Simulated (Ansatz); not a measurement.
A run of Ansatz (development build ahead of 0.2.0) on singlet CHO(+) at this shape:

```json
{"atom": "H", "x (Å)": "-0.0602", "y (Å)": "-0.0103", "z (Å)": "-2.3957"}
{"atom": "C", "x (Å)": "-0.0486", "y (Å)": "-0.0062", "z (Å)": "-0.8292"}
{"atom": "O", "x (Å)": "-0.0507", "y (Å)": "-0.0483", "z (Å)": "0.9110"}
```

Its results:

```yaml
Converged: yes
Total_energy: -112.44825 hartree
Spin_squared_of_the_determinant: 0.000
```

Question: Which input gives this output? Name the method, the orbitals and the basis set, and write the input.

Answer: RHF in def2-SVP. An unrestricted run that stays on the closed shell gives the same numbers.

```yaml
crystal:
  periodic: [false, false, false]
  atoms:
    - { symbol: H, position_ang: [-0.06018, -0.01034, -2.39569] }
    - { symbol: C, position_ang: [-0.04862, -0.00616, -0.82919] }
    - { symbol: O, position_ang: [-0.05068, -0.04835, 0.91103] }
basis:
  gaussian: { orbitals: def2-SVP }
total_charge: 1
hamiltonian:
  xc: hf
```

Caution: stretched shape with no unrestricted run beside it, a lower state can exist.
